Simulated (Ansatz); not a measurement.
Gold, fcc: convergence with Fermi-Dirac smearing

Computed with Ansatz, PBE, scalar-relativistic PAW, on the relaxed cell (a = 4.157 Å; spin not included). Errors count from a run at 420 eV on a Γ-centred 21×21×21 mesh with Fermi-Dirac smearing of 0.1 eV, extrapolated to zero width. Fixed here: cutoff 420 eV, mesh 13×13×13. The SCF starts from atomic densities corrected by a trained network.

```csv
width (eV),E(σ→0) error (meV/atom),F error (meV/atom),P (GPa),SCF iterations
0.01,-2.4,-2.5,-0.15,6
0.03,-2.4,-2.8,-0.17,6
0.1,-2.6,-7.5,0.00,6
0.3,-0.8,-45.4,0.37,6
0.6,38.4,-206.3,1.84,6
1.0,142.1,-706.2,7.09,6
```

Task: What does the run at 0.2 give (width)?

Result: E(σ→0) error (meV/atom): -2.9; F error (meV/atom): -21.5; P (GPa): 0.19; SCF iterations: 6.
